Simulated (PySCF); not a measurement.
Computed data sheet: `O=S(F)F`

Compound: F2OS.
SMILES with atom numbers: `[O:1]=[S:2]([F:3])[F:4]`

GFN2-xTB geometry:

- Point group of the GFN2-xTB geometry: Cs
- Rotational constants A, B, C of the GFN2-xTB geometry: 7.925, 7.879, 4.602 GHz

From CAM-B3LYP/def2-SVPD ground state and vertical TDDFT (core frozen in the response) (PySCF):

- Dipole moment: 1.94 D
- HOMO energy: -11.72 eV
- LUMO energy: -1.02 eV
- HOMO–LUMO gap: 10.70 eV
- Lowest singlet excitation: 6.46 eV (192 nm, f = 0.035)
- Strongest line among the 8 lowest singlet transitions: S5 at 8.57 eV (145 nm, f = 0.097)
- Lowest triplet excitation (Tamm–Dancoff): 5.21 eV
- Static isotropic polarisability: 27.4 au
- Electronic spatial extent ⟨r²⟩ about the centre of nuclear charge: 269 bohr²

Monoisotopic mass (most abundant isotopes): 85.9638 u.

The dipole equals about 6.5 × 10⁻³⁰ C·m (1 D = 3.33564 × 10⁻³⁰ C·m). No computed singlet falls in the visible range (750 to 380 nm, 1.65 to 3.26 eV); S1 lies 3.20 eV above its blue end. The vertical singlet–triplet gap S1 − T1 is 1.25 eV (TDDFT singlet less Tamm–Dancoff triplet; S1: HOMO→LUMO, weight 0.94; T1: HOMO→LUMO, weight 0.96). With B = h/(8π²I), that is 505.379 GHz u Å² over I, the principal moments of inertia are 63.8, 64.1 and 109.8 u Å² (most abundant isotopes); the inertial defect Ic − Ia − Ib is -18.1 u Å² (zero for a rigid planar frame, negative otherwise). The principal polarisabilities are 22.8, 28.1 and 31.2 au; their mean is the isotropic value. The largest Löwdin shares of the HOMO are 0.41 on O1, 0.30 on S2, 0.14 on F3 and 0.14 on F4.

Isolated species at its GFN2-xTB geometry, gas phase.
